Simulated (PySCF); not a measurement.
Simulated Cl 2p region for `C=CCl`, binding energy against the vacuum level.

Every computed line was given a Gaussian of 0.6 eV full width at half maximum and an area set by the number of equivalent atoms (split 2:1 within a doublet); the highest printed point is 100. Computed with delta-SCF UKS SCAN, pcX-2 on the ionised atom, pcseg-1 elsewhere, spin-free X2C in PySCF.

binding energy (eV), intensity and a bar:
```
    205.6          0 
    205.7          1 
    205.8          3 #
    205.9          7 ##
    206.0         16 #####
    206.1         31 #########
    206.2         52 ################
    206.3         76 #######################
    206.4         94 ############################
    206.5        100 ##############################
    206.6         91 ###########################
    206.7         71 #####################
    206.8         48 ##############
    206.9         28 ########
    207.0         14 ####
    207.1          6 ##
    207.2          2 #
    207.3          1 
    207.4          1 
    207.5          2 #
    207.6          5 #
    207.7         11 ###
    207.8         20 ######
    207.9         31 #########
    208.0         43 #############
    208.1         49 ###############
    208.2         49 ###############
    208.3         42 ############
    208.4         30 #########
    208.5         19 ######
    208.6         10 ###
    208.7          5 #
    208.8          2 
    208.9          1 
    209.0          0
```

How many maxima does the curve show, and how many computed lines lie under it?

The curve has 2 maxima (at 206.5 and 208.1 eV). Under it lie 2 lines from 1 inequivalent chlorine site, drawn as a 2p3/2, 2p1/2 pair.

Decompose the envelope and assign each component. Numbering: `[CH2:1]=[CH:2][Cl:3]`.

```csv
position (eV),relative area,line,atoms,environment
206.49,0.67,Cl 2p3/2,Cl3,vinyl chlorine
208.15,0.33,Cl 2p1/2,Cl3,vinyl chlorine
```

What are the centre and the root-mean-square width of the whole band?

The area-weighted mean of the lines is 207.04 eV. Their own spread about it is 0.78 eV (rms) and each Gaussian has σ = 0.6/2.355 = 0.25 eV; the variances add, which gives 0.82 eV.

No satellites, vibrations or lifetime broadening are included. Spin–orbit and ligand-field terms were added within each 2p shell after the spin-free SCF. 2p1/2 minus 2p3/2 (ligand field included): Cl 1.65 eV. Isolated species at its GFN2-xTB geometry, gas phase.

Time: 8.3 s. Hardware: one thread of an Arm Neoverse V1 (shared host).
